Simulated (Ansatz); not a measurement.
Two isomers of C2H3F2N: A = `NC=C(F)F`, B = `F/C=N\CF`.

Calculated with Ansatz (gas phase, PBE0-D4/def2-TZVP geometries, no zero-point term in ΔE). CCSD(T)/CBS adds triple-zeta CCSD(T) − MP2 to the extrapolated MP2 energy (def2 sets, frozen cores). Functionals use def2-TZVPP. B3LYP here is the variant with VWN-RPA as its local correlation; programs differ in this. Each species was taken in one conformer, which may not be the lowest.

Which is lower in electronic energy at CCSD(T)/CBS, and by how much? (Estimate.)

The calculation gave: B, by 15.7 kJ/mol.

Give E(B) − E(A) in kJ/mol with B2PLYP, B3LYP-D4, B3LYP, CCSD/def2-TZVPP, HF/def2-TZVPP, CCSD(T)/def2-TZVPP, BLYP-D4. (Best estimate.)

Computed: B2PLYP -21.3, B3LYP-D4 -18.8, B3LYP -18.6, CCSD/def2-TZVPP -20.0, HF/def2-TZVPP -27.1, CCSD(T)/def2-TZVPP -20.7, BLYP-D4 -22.4. None reverses the order clearly.

Does the order hold for the free energy at 298.15 K (harmonic terms from PBE0-D4)? (An estimate is asked.)

Ansatz gave: Yes: G(B) − G(A) = -16.5 kJ/mol, for one conformer each.

Largest T1 diagnostic: 0.013.

Leaving LDA and LC-ωPBE aside and taking each functional with its dispersion term where it has one, the values, not all of them listed here, spread over 10.9 kJ/mol, from BLYP-D4 to HSE06-D4. LDA lies +13.3 kJ/mol from PBE without D4. At CCSD(T), def2-SVP lies −10.8 kJ/mol from the extrapolated value and def2-TZVPP −5.0 kJ/mol.
